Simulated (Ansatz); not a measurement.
Process, species as SMILES: F atom → [F-] (an electron is taken up)
B3LYP-D3(BJ)/def2-TZVP geometries, fixed; electronic energies without zero-point terms; positive where energy is released.
Largest species:
```xyz
1

F      0.0000     0.0000     0.0000
```
Charge 0, spin multiplicity 2.

Basis-set convergence of the adiabatic electron affinity at MP2 with Ansatz (an electronic-structure program). All functions are spherical. Cores are frozen. Open shells are unrestricted. No added dispersion term, no relativity. Functions are those of the species that has most. Reference: Hartree-Fock in aug-cc-pV5Z plus the correlation part extrapolated as X^-3 from aug-cc-pVQZ and aug-cc-pV5Z, 3.778 eV, itself unsure by roughly 0.014 eV (a third of the extrapolation step and of the last Hartree-Fock step). Deviations are taken from unrounded values.

```json
[
 {"basis": "cc-pVDZ", "functions": "14", "adiabatic electron affinity (eV)": "1.054", "minus reference (eV)": "-2.724"},
 {"basis": "aug-cc-pVDZ", "functions": "23", "adiabatic electron affinity (eV)": "3.544", "minus reference (eV)": "-0.234"},
 {"basis": "cc-pVTZ", "functions": "30", "adiabatic electron affinity (eV)": "2.395", "minus reference (eV)": "-1.383"},
 {"basis": "jun-cc-pV(T+d)Z", "functions": "39", "adiabatic electron affinity (eV)": "3.592", "minus reference (eV)": "-0.186"},
 {"basis": "aug-cc-pVTZ", "functions": "46", "adiabatic electron affinity (eV)": "3.640", "minus reference (eV)": "-0.138"},
 {"basis": "cc-pVQZ", "functions": "55", "adiabatic electron affinity (eV)": "3.033", "minus reference (eV)": "-0.745"},
 {"basis": "aug-cc-pVQZ", "functions": "80", "adiabatic electron affinity (eV)": "3.712", "minus reference (eV)": "-0.066"},
 {"basis": "cc-pV5Z", "functions": "91", "adiabatic electron affinity (eV)": "3.478", "minus reference (eV)": "-0.300"},
 {"basis": "aug-cc-pV5Z", "functions": "127", "adiabatic electron affinity (eV)": "3.742", "minus reference (eV)": "-0.037"}
]
```

The smallest set listed that lies within 0.1 eV of the reference with all its larger relatives (same family, alike in diffuse functions; a set with none counts only in the reference's own line) is aug-cc-pVQZ (80 functions, -0.066 eV off).
